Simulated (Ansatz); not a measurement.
Predict the output of the script below (Ansatz 0.2.0 through its Python package).

The script, `c3h7nos.py`:
```python
'''Conformer energies of C3H7NOS.'''

from dataclasses import dataclass

import ansatz as az
from rdkit import Chem
from rdkit.Chem import AllChem


@dataclass
class Settings:
    basis: str = 'cc-pVDZ'
    xc: str = 'pbe'
    dispersion: str = 'd4'


cfg = Settings()

rd = Chem.AddHs(Chem.MolFromSmiles('CC(S)C(N)=O'))
ids = list(AllChem.EmbedMultipleConfs(rd, numConfs=20, randomSeed=628, pruneRmsThresh=0.4))
field = [energy for _, energy in AllChem.MMFFOptimizeMoleculeConfs(rd)]
distinct = {round(e, 2): i for i, e in zip(ids, field)}
chosen = sorted(distinct.items())[:3]
found = []
for force_field, index in chosen:
    c3h7nos = az.Crystal.molecule()
    for atom, xyz in zip(rd.GetAtoms(), rd.GetConformer(index).GetPositions()):
        c3h7nos = c3h7nos.atom(atom.GetSymbol(), xyz.round(5).tolist())
    base = (
        c3h7nos.calculation()
        .basis(gaussian=cfg.basis)
        .functional(cfg.xc, dispersion=cfg.dispersion)
    )
    found.append(base.run(threads=1, pin='off').report['free_energy_ev'])
print('conformer   MMFF (kcal/mol)   this level (kcal/mol)')
for (force_field, index), e in zip(chosen, found):
    print(f'{index:9d} {force_field - chosen[0][0]:17.2f} {23.060548 * (e - min(found)):17.3f}')
```

Running `python c3h7nos.py` prints:
```text
conformer   MMFF (kcal/mol)   this level (kcal/mol)
        3              0.00             0.000
        4              1.07             1.390
        5              1.42             0.707
```

The conformers keep their force-field geometries. Timing: 12 s on 1 thread of Arm Neoverse V2, on a shared host, peak memory 0.3 GiB.
